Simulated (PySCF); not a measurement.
Computed shifts of a molecule C5H5N, B3LYP/pcSseg-1 (PySCF), GIAO, gas phase, equivalent atoms averaged, in ppm (number of nuclei): ¹³C: 159.3 (2), 143.6 (1), 131.5 (2). ¹⁵N: 373.8 (1). ¹H: 9.00 (2), 7.88 (1), 7.40 (2). References: ¹³C against TMS (σ = 181.3 ppm); ¹⁵N against NH3 (σ = 265.5 ppm); ¹H against TMS (σ = 31.68 ppm), references at their B3LYP-D3(BJ)/def2-TZVP geometries, non-relativistic. Geometry: ωB97X-D3(BJ)/def2-SVP. The values are those of a single conformer.

Which structure fits?
A. C#CC=C=CN
B. C=C=C(C)C#N
C. C=C/C=C/C#N
D. c1ccncc1

D, c1ccncc1
